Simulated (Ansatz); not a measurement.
**C₄H₅NO: small, medium and large basis sets**

One table from this session's results is given with a row withheld; the runs are named, their logs left out.

Computed with Ansatz 0.2.0, Gaussian basis. Level: one geometry, several basis sets.

The runs, in order: PBE0-D4/def2-SVP; ωB97M-V/def2-SVP; PBE0-D4/def2-QZVPP; ωB97M-V/def2-QZVPP; CCSD(T)/cc-pV(D+d)Z; CCSD(T)/cc-pV(T+d)Z; MP2/cc-pV(Q+d)Z; the functionals' def2-TZVPP values are taken from earlier runs.

## The relaxed structure

The geometry comes from an earlier relaxation with PBE0-D4 in a triple-zeta def2 set; it is a stationary point, not always the lowest conformer.

SMILES `N#CCC1CO1`, 11 atoms, charge 0, spin multiplicity 1.

Atoms are counted from 1 here; the program's logs count them from 0.

Bond lengths: N1–C2 1.149 Å, C2–C3 1.454 Å, C3–C4 1.510 Å, C3–H7 1.094 Å, C3–H8 1.093 Å, C4–C5 1.456 Å, C4–O6 1.410 Å, C4–H9 1.088 Å, C5–O6 1.422 Å, C5–H10 1.087 Å, C5–H11 1.086 Å. Angles: N1–C2–C3 178.7°, C2–C3–C4 111.6°, C2–C3–H7 108.8°, C2–C3–H8 109.3°, C4–C3–H7 110.0°, C4–C3–H8 109.6°, H7–C3–H8 107.4°, C3–C4–C5 121.1°, C3–C4–O6 115.1°, C3–C4–H9 115.2°, C5–C4–O6 59.5°, C5–C4–H9 118.6°, O6–C4–H9 115.0°, C4–C5–O6 58.7°, C4–C5–H10 119.2°, C4–C5–H11 119.6°, O6–C5–H10 115.3°, O6–C5–H11 115.3° and more.

As a file:

```mol
C4H5NO
  3D, bonds by distance, orders not assigned

 11 11  0  0  0  0  0  0  0  0999 V2000
   -1.2209   -1.7947   -2.0172 N   0  0
   -0.4201   -1.3615   -1.3161 C   0  0
    0.5696   -0.7999   -0.4114 C   0  0
   -0.0767    0.0057    0.6900 C   0  0
   -0.2524    1.4456    0.5658 C   0  0
    0.7848    0.8934    1.3667 O   0  0
    1.1586   -1.6160    0.0181 H   0  0
    1.2560   -0.1633   -0.9759 H   0  0
   -0.7607   -0.5492    1.3292 H   0  0
    0.0774    1.9446   -0.3422 H   0  0
   -1.0504    1.9383    1.1136 H   0  0
  1  2  8  0
  2  3  8  0
  3  4  8  0
  4  5  8  0
  5  6  8  0
  3  7  8  0
  3  8  8  0
  4  9  8  0
  5 10  8  0
  5 11  8  0
  4  6  8  0
M  END
```

Set-up of the first run:

in.yaml reads:

```yaml
crystal:
  periodic: [false, false, false]
  atoms:
    - {symbol: N, position_ang: [-1.220891, -1.794714, -2.017153]}
    - {symbol: C, position_ang: [-0.420053, -1.361451, -1.316126]}
    - {symbol: C, position_ang: [0.569584, -0.799854, -0.411382]}
    - {symbol: C, position_ang: [-0.076728, 0.005711, 0.689989]}
    - {symbol: C, position_ang: [-0.252361, 1.445649, 0.565833]}
    - {symbol: O, position_ang: [0.784816, 0.893382, 1.366695]}
    - {symbol: H, position_ang: [1.158595, -1.615988, 0.018104]}
    - {symbol: H, position_ang: [1.255952, -0.163322, -0.975921]}
    - {symbol: H, position_ang: [-0.760666, -0.549215, 1.329206]}
    - {symbol: H, position_ang: [0.077407, 1.944564, -0.342205]}
    - {symbol: H, position_ang: [-1.050357, 1.938336, 1.113559]}
basis:
  gaussian: {orbitals: def2-SVP}
hamiltonian: {xc: pbe0, dispersion: d4}
output: {orbitals: {seedname: orbitals}}
```

Started as:

```sh
$ ansatz run in.yaml --threads 2 --pin off --events-out ev --progress --plain --max-ram 32768MiB --backend cpu
```

Steps of the session up to this table: PBE0-D4 in def2-SVP; ωB97M-V in def2-SVP; PBE0-D4 in def2-QZVPP; ωB97M-V in def2-QZVPP.

One table of the session follows, with a row left open; its other results are not shown here.

It belongs to the step «Functionals by basis». 

| functional | basis | HOMO (eV) | LUMO (eV) |
| --- | --- | --- | --- |
| PBE0-D4 | def2-SVP | -8.37 | 0.73 |
| PBE0-D4 | def2-TZVPP | -8.54 | 0.46 |
| PBE0-D4 | def2-QZVPP | ? | ? |
| ωB97M-V | def2-SVP | -10.78 | 2.87 |
| ωB97M-V | def2-TZVPP | -10.96 | 2.23 |
| ωB97M-V | def2-QZVPP | -11.00 | 1.61 |

Estimate the missing values for PBE0-D4, def2-QZVPP.

The run gave: HOMO (eV): -8.57; LUMO (eV): 0.29. In the column «HOMO (eV)» it lies between ωB97M-V, def2-SVP (-10.78) and PBE0-D4, def2-TZVPP (-8.54).
